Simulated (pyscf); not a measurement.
9 organic steps of one kind (hydrogen abstraction, radical): reaction energy in kcal/mol, from the separated reactants or the lowest minimum found. Structures and frequencies: ωB97X-D3(BJ)/def2-SVP in PySCF. Functionals in def2-TZVP; the last column is ωB97M-D3(BJ)/def2-TZVP. Rows were drawn at random from the steps of this kind and element class whose saddle was verified and whose references are stable.

```
step                                        PBE  r²SCAN  PBE0-D3(BJ)  ωB97M-D3(BJ)
-----------------------------------  ----------  ------  -----------  ------------
H₃C–Cl + CH₃• -> •H₂C–Cl + CH₄       (withheld)    -6.6         -6.7          -6.2
H₃C–Br + H• → •H₂C–Br + H₂                 -1.1    -4.7          0.0          -0.4
H₂C=NH + H• -> •HC=NH + H₂                 -6.8    -9.2         -4.8          -5.6
•H₂C–CH₃ + HCl -> H₃C–CH₃ + Cl•            +0.8    +2.4         -0.6          -2.2
H₃C–O–CH₃ + H• → •H₂C–O–CH₃ + H₂     (withheld)    -9.3         -5.0          -5.8
HO–OH + •H₂C–CH₃ -> •O–OH + H₃C–CH₃       -19.3   -16.9        -18.9         -18.4
Cl–CH₂–Cl + H• → Cl–CH•–Cl + H₂            -7.9   -10.8         -6.2          -6.0
H₃C–Cl + H• → •H₂C–Cl + H₂                 -2.6    -6.3         -1.5          -1.9
•H₂C–CH₃ + H₂ -> H₃C–CH₃ + H•              -0.2    +4.2         -0.7          -0.2
```

Problem. Complete the blanks.

Solution. 
- H₃C–Cl + CH₃• -> •H₂C–Cl + CH₄, PBE: -8.0
- H₃C–O–CH₃ + H• → •H₂C–O–CH₃ + H₂, PBE: -6.4

Differences from the last column (kcal/mol): PBE: mean -0.5, median -0.7, mean size 1.2, lower in 7 of 9; r²SCAN: mean -1.2, median -3.5, mean size 3.5, lower in 6 of 9; PBE0-D3(BJ): mean +0.3, median +0.4, mean size 0.6, lower in 4 of 9. PBE is closest for row 9 (0.0 kcal/mol apart) and farthest for row 4 (3.0 kcal/mol). PBE, r²SCAN and M06-2X carry no added dispersion term. The last column is a level with limits of its own. Left out: the spin-orbit lowering of Cl. Elements up to Kr have no core potential and no relativistic terms here.
